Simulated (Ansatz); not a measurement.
# Ligand exchange: MgHCl + SiH2(OH)(SiH3) → MgH(OH) + SiH2(SiH3)Cl

Species: MgHCl `[MgH][Cl]`, singlet; SiH2(OH)(SiH3) (disilanol), singlet; MgH(OH), singlet; SiH2(SiH3)Cl, singlet. The partners trade Cl for OH: Mg–Cl and Si–OH bonds give way to Mg–OH and Si–Cl.

Shapes, held fixed at every level: PBE0-D4/def2-TZVP. Flexible molecules stand in one conformer, not always the lowest. Programs: Ansatz 0.2.0. The zero-point and thermal change to 298 K, harmonic and unscaled (PBE0-D4/def2-TZVP), is -2.2 kJ/mol.

| level | kind | ΔH(298 K) (kJ/mol) | less CCSD(T)/def2-TZVPP | CPU time (sum over the molecules) |
| --- | --- | --- | --- | --- |
| B3LYP-D4/def2-TZVPP | global hybrid | +65.9 | -2.0 | 16 s |
| BHLYP-D4/def2-TZVPP | global hybrid | +71.8 | +3.9 | 11 s |
| r2SCAN0-D4/def2-TZVPP | global hybrid | +70.3 | +2.4 | 18 s |
| B2PLYP/def2-TZVPP | double hybrid | +67.0 | -0.9 | 18 s |
| MP2/def2-SVP | perturbation theory | +58.8 | -9.1 | – |
| CCSD(T)/def2-SVP | coupled cluster or CI | +61.3 | -6.6 | 6.4 s |
| CCSD/def2-SVP | coupled cluster or CI | +62.1 | -5.8 | – |
| CCSD(T)/def2-TZVPP | coupled cluster or CI | +67.9 | 0.0 | 99 s |

The highest level, CCSD(T)/def2-TZVPP, gives ΔH(298 K) = +67.9 kJ/mol; the levels span +58.8 to +71.8. The column of differences is taken from that level and isn't an error. No measured value is set beside it here. Correlated rows may include outer-core shells of Mg, which these sets cover unevenly. Times are processor times on shared x86 and Arm servers, and rough.
